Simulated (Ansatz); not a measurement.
AlFH3P, SMILES `[F][AlH][PH2]`, relaxed with RKS PBE0-D4/def2-TZVP in Ansatz 0.2.0 from a PBE-D4/def2-SVP geometry. The force threshold is 0.005 eV/Å; the program also tests the step.

Total charge 0; spin multiplicity 1.

Start:

```xyz
6

F     1.283   -0.977    1.566
Al    0.423   -0.836    0.125
P    -0.013    1.315   -0.668
H     0.064   -2.196   -0.626
H    -1.353    0.929   -1.041
H    -0.405    1.765    0.644
```

Question: By how much does the energy fall, and how many steps does the optimiser take? (Estimate.)

Answer: Ansatz gave: 0.03 eV, in 6 steps.

Question: Which bonds change most? (An estimate is asked.)

Answer: The calculation gave: F1–Al2 from 1.683 to 1.651 Å; Al2–P3 from 2.335 to 2.314 Å; P3–H5 from 1.443 to 1.422 Å; P3–H6 from 1.441 to 1.421 Å.

Question: Give the relaxed structure. (Estimate.)

Answer: The calculation gave: 
```xyz
6

F     1.282   -0.963    1.536
Al    0.424   -0.833    0.131
P    -0.014    1.300   -0.649
H     0.050   -2.174   -0.612
H    -1.327    0.926   -1.048
H    -0.415    1.744    0.641
```
